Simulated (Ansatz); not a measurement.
Reaction (SMILES): [CH2]F (CH2-F) → C atom + F atom + 2 H atom
B3LYP-D3(BJ)/def2-TZVP geometries, fixed; electronic energies without zero-point terms.
Largest species:
```
C
F 1 1.3401
H 1 1.0804 2 114.92
H 1 1.0804 3 124.90 2 152.91
```
Charge 0, spin multiplicity 2.

Basis-set convergence of the atomisation energy at HF with Ansatz (a first-principles code). Cartesian d functions, on some or all atoms, in 6-31G*; all else is spherical. Open shells are unrestricted. No added dispersion term, no relativity. Functions are those of the species that has most. Reference: the value in def2-QZVPPD, 229.57 kcal/mol, itself unsure by roughly 0.32 kcal/mol (its mean distance from pcseg-3, def2-QZVPP, cc-pVQZ). Deviations are taken from unrounded values.

```csv
basis,functions,atomisation energy (kcal/mol),minus reference (kcal/mol)
3-21G,22,209.06,-20.52
pcseg-0,22,205.88,-23.70
def2-SV(P),32,226.86,-2.71
6-31G*,34,225.31,-4.26
cc-pVDZ,38,220.97,-8.61
def2-SVP,38,231.05,1.47
pcseg-1,38,225.25,-4.32
6-311G**,48,224.82,-4.76
def2-SVPD,59,233.07,3.50
aug-pcseg-1,64,229.33,-0.25
pcseg-2,88,230.00,0.42
def2-TZVPP,90,228.92,-0.66
def2-TZVPPD,111,229.24,-0.33
aug-cc-pVTZ,138,229.35,-0.22
aug-pcseg-2,138,230.43,0.85
cc-pVQZ,170,229.34,-0.24
pcseg-3,186,230.24,0.66
def2-QZVPPD,195,229.57,0.00
```
